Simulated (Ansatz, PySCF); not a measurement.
Species: O3, charge 0, singlet. O3 (ozone, SMILES O=[O+][O-]).
B3LYP-D3(BJ)/def2-TZVP minimum from Ansatz (an electronic-structure program):
```xyz
3

O     -0.0102     1.0756    -0.2169
O      0.0093     0.0011     0.4285
O      0.0009    -1.0767    -0.2116
```

Total energies in hartree (Ansatz). UHF or UKS for unpaired electrons; spin-orbit terms are left out. Correlated methods leave the cores frozen. No relativity. The T1 diagnostic of O3 (O=[O+][O-], singlet) reaches 0.026 in the sets run. The restricted determinant of O3 (O=[O+][O-], singlet) is unstable towards broken spin symmetry in at least one set run.

```csv
species,HF/cc-pVTZ,CCSD(T)/cc-pVTZ,HF/cc-pVQZ,CCSD(T)/cc-pVQZ,CCSDT(Q)/cc-pVTZ
"1: O3 (ozone, SMILES O=[O+][O-])",-224.34683,-225.13183,-224.36509,-225.20179,-225.13777
2: O (triplet),-74.81176,-74.97396,-74.81729,-74.99357,-74.97430
```

### Question
Work out the enthalpy of formation at 298 K (by atomisation, with ideal-gas terms from PySCF's Hessian at B3LYP-D3(BJ)/def2-TZVP and the atoms' measured values of the G2/97 table; no spin-orbit terms) in kJ/mol: take Hartree-Fock from cc-pVQZ, extrapolate the CCSD(T) correlation energy as X^-3 (X = 3, 4), and add CCSDT(Q) - CCSD(T) in cc-pVTZ. The further terms named in the bracket sum to +0.28826 hartree. 1 hartree = 2625.5 kJ/mol.

### Answer

Species 1: correlation (64·(-0.83670) - 27·(-0.78500))/37 = -0.87443; step -0.00594; E1 = -224.36509 + (-0.87443) + (-0.00594) = -225.24546
Species 2: correlation (64·(-0.17628) - 27·(-0.16220))/37 = -0.18655; step -0.00034; E2 = -74.81729 + (-0.18655) + (-0.00034) = -75.00418
+1·E1 -3·E2 +0.28826 = 0.05534 hartree = 145.3 kJ/mol. Measured: 33.9 kcal/mol, 141.7 kJ/mol (Active Thermochemical Tables 1.112 (ions: stationary electron), as tabulated in the package chemicals); atomic spin-orbit terms, which the calculations lack, would raise the computed values. The composite differs from it by +3.6 kJ/mol; core, relativistic and spin-orbit terms are not in it.
